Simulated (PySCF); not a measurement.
Species: C3H4N2.
Numbering: `[H]/[N:5]=[CH:4]/[CH2:3][C:2]#[N:1]`

Method used: delta-SCF UKS SCAN, pcX-2 on the ionised atom, pcseg-1 elsewhere, spin-free X2C in PySCF. Vertical ΔSCF values, vacuum level as zero.

Some binding energies are withheld.

| atom(s) | bonded to | level | binding energy (eV) |
| --- | --- | --- | --- |
| C2 | N (triple bond) and C | C 1s | ? |
| C3 | 2 C and 2 H | C 1s | 292.77 |
| C4 | N (double bond), C and H | C 1s | 293.06 |
| N1 | C (triple bond) | N 1s | ? |
| N5 | C (double bond) and H | N 1s | 405.53 |

(1) What is the C 1s binding energy of C2?

(2) What is the N 1s binding energy of N1?

Results:

(1) 292.65 eV (nitrile carbon). The nearest listed C 1s value is that of C3; the shift against it is -0.12 eV.

(2) 405.41 eV (nitrile nitrogen). The other listed N 1s value is that of N5; the shift against it is -0.12 eV.

The listed C 1s values span 0.41 eV, from C2 (bonded to N (triple bond) and C) to C4 (bonded to N (double bond), C and H).

Question: Which effective nuclear charge Zeff reproduces each element's mean 1s value in the hydrogen-like formula E = 13.606 eV × Zeff²?

Answer: C (Z = 6): mean 292.8 eV, Zeff = 4.64, Z − Zeff = 1.36; N (Z = 7): mean 405.5 eV, Zeff = 5.46, Z − Zeff = 1.54. Means run over the listed sites, weighted by atom count.

Spin contamination (⟨S²⟩ against 0.75 for a pure doublet) is marked for C 1s of C4 (0.87), which makes this value less certain. The structure is a single PBE0-D3(BJ)/def2-SVP conformer in the gas phase; no vibrational or solvent corrections.

Time: 25 s wall. Hardware: an Arm Neoverse V2 with one thread, on a shared host.

The values belong to the conformer `[H]/[N:5]=[CH:4]/[CH2:3][C:2]#[N:1]`: C2–C3–C4–N5 -135°.
